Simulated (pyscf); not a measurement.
Structures and frequencies: ωB97X-D3(BJ)/def2-SVP in PySCF.

`[OH2]` + `[OH][AlH][OH]` -> `[OH][Al]([OH])[OH]` + `[H][H]`
Surface: singlet. Broken: H–O, Al–H. Formed: Al–O, H–H. Give ΔE‡ and ΔE from B3LYP-D3(BJ)/def2-TZVP, relative to the separated reactants.

ΔE‡ = -5.0 kcal/mol, ΔE = -28.4 kcal/mol. ωB97M-D3(BJ)/def2-TZVP gives -4.1 kcal/mol and -27.7 kcal/mol. Zero-point energy shifts the barrier by 0.0 kcal/mol. It is a four-centre exchange, with an imaginary mode of 1239i cm⁻¹. On the reactant side the descent ends in an adduct with a Al–O contact, 22.1 kcal/mol under the separated species and 17.1 kcal/mol under the saddle at ωB97X-D3(BJ)/def2-TZVP. At B3LYP-D3(BJ) the saddle lies under the separated reactants, which points to a path from their complex (located at ωB97X-D3(BJ) alone). What is counted as formed (Al–O) is already present as a longer contact in the reactant adduct; forming that adduct is a step of its own. At the saddle there is also a short Al–H contact that neither side keeps. This is the saddle that the search found; another between the same sides may lie lower.
